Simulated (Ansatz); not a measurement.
Input file:

```yaml
crystal:
  periodic: [false, false, false]
  atoms:
    - {symbol: Sn, position_ang: [0.000000, 0.000000, 0.000000]}
    - {symbol: H, position_ang: [0.000000, 0.000000, 1.806000]}
basis:
  gaussian: {orbitals: def2-SVPD}
magnetization: {spin_polarized: false, initial_magnetization: 1}
correlation: {method: fci, electrons: outside_noble_gas}
```

```sh
$ ansatz run in.yaml --threads 1 --pin off --events-out ev --progress --plain --max-ram 2393MiB
```

Output:

```
843 factors; integrals over basis functions are off by at most 1.6e-7 eV
mean field evaluation 1: about -5820.1043 eV, gradient 5.4e0 eV
mean field evaluation 2: about -5820.1090 eV, gradient 5.5e0 eV
mean field evaluation 4: about -5820.3536 eV, gradient 5.4e-1 eV
mean field evaluation 8: about -5820.3554 eV, gradient 9.1e-5 eV
mean field evaluation 16: about -5820.3554 eV, gradient 2.4e-4 eV
mean field -5820.35537025 eV, -213.8941146782 hartree, gradient 6.5e-6 eV, S^2 0.750000; 2 other end points of the search recorded, 0 dependent functions left out
mean field evaluation 32: about -5820.4478 eV, gradient 1.9e-1 eV
9 core orbitals not correlated: weight in the atoms' cores, before any rotation towards them, 0.999 or more for the frozen orbitals, at most 0.000 for the correlated occupied ones
reference -5820.35537025 eV, -213.8941146782 hartree; 3, 2 occupied and 28, 29 virtual orbitals, 843 factors
state -5822.59747935 eV, -213.9765106677 hartree
Total energy: -5822.59747935 eV, -213.9765106677 hartree
```

Ran on 1 thread of Arm Neoverse V1, shared host: 8 s wall, 0.15 GiB peak host memory.
